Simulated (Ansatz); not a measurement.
For 2H MoTe2, rVV10 (Ansatz, an electronic-structure program, plane waves, PAW) gives:

```
Property                           Value
------------------------------  --------
equilibrium lattice constant a   3.598 Å
lattice parameter c             14.222 Å
```

What does HSE06-D3(BJ) (plane waves, PAW; Ansatz) give for the same quantities?


- lattice constant a: 3.438 Å (decreases by 4.4 %)
- lattice parameter c: 13.435 Å (decreases by 5.5 %)

For comparison: lattice constant a 3.518 Å (measured, 300 K, not corrected to a static lattice; as tabulated in arXiv:1605.07067); lattice parameter c 13.974 Å (measured, 300 K, not corrected to a static lattice; as tabulated in arXiv:1605.07067).

Changes are worked out from the printed values.

Unless a cell is named, each level is at its own relaxed cell (rVV10 26.57, HSE06-D3(BJ) 22.92 Å³/atom).

Ansatz's density-functional and Hartree–Fock values are scalar-relativistic unless marked +SOC, with PAW data made under PBE.
